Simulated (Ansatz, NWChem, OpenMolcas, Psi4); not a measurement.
**Computed against measured: atomisation enthalpy at 298 K**

6 molecules with nitrogen; the atomisation enthalpy at 298 K in kJ/mol, computed less measured. Shapes, held fixed at every level: PBE0-D4/def2-TZVP. Flexible molecules stand in one conformer, not always the lowest. Thermal terms are harmonic and unscaled (PBE0-D4/def2-TZVP); the spin-orbit lowering of the free atoms is taken from their spectra. Programs: Ansatz 0.2.0, NWChem 7.3.0, OpenMolcas 26.06, Psi4 1.11. A level may come from different programs for different species; with the same settings they agree closely. Measured values: Active Thermochemical Tables, NIST-JANAF tables.

Levels: A = SVWN5/cc-pVTZ; B = PBE-D4/def2-TZVPP; C = r2SCAN/STO-3G; D = r2SCAN/cc-pVTZ; E = CCSD(T)/def2-TZVPP.

```
                  molecule  from tabulated heats     A     B     C    D    E
    HCN (hydrogen cyanide)                  1278  +196   +54   -25  -23  -50
       N2O (nitrous oxide)                  1112  +380  +168  -326  +20  -73
        HOCN (cyanic acid)                  1671  +353  +103   -96   -9  -70
NF3 (nitrogen trifluoride)                   843  +449  +162  +107  +35  -62
        CH3N (methanimine)                  1755  +266   +55  +120  -16  -56
          N2H4 (hydrazine)                  1721  +310   +57    -2  -31  -73
```

**Question.** Which level does best on this set, which worst, and which err to one side?

**Answer.** 
```tsv
level	kind	mean error	mean absolute error	worst case
SVWN5/cc-pVTZ	LDA	+325.7	325.7	NF3
PBE-D4/def2-TZVPP	GGA	+99.8	99.8	N2O
r2SCAN/STO-3G	meta-GGA	-37.0	112.7	N2O
r2SCAN/cc-pVTZ	meta-GGA	-4.0	22.3	NF3
CCSD(T)/def2-TZVPP	coupled cluster or CI	-64.0	64.0	N2O
```

On this set r2SCAN/cc-pVTZ has the smallest mean absolute error and SVWN5/cc-pVTZ the largest. SVWN5/cc-pVTZ is too high in 6 of 6; PBE-D4/def2-TZVPP is too high in 6 of 6; r2SCAN/STO-3G is too low in 4 of 6; r2SCAN/cc-pVTZ is too low in 4 of 6; CCSD(T)/def2-TZVPP is too low in 6 of 6. The heats of NF3 come from older tables and can be uncertain by 10 kJ/mol or more. Rows in very small basis sets show the basis more than the method. Correlated wave functions converge slowly with the basis. The set is small.
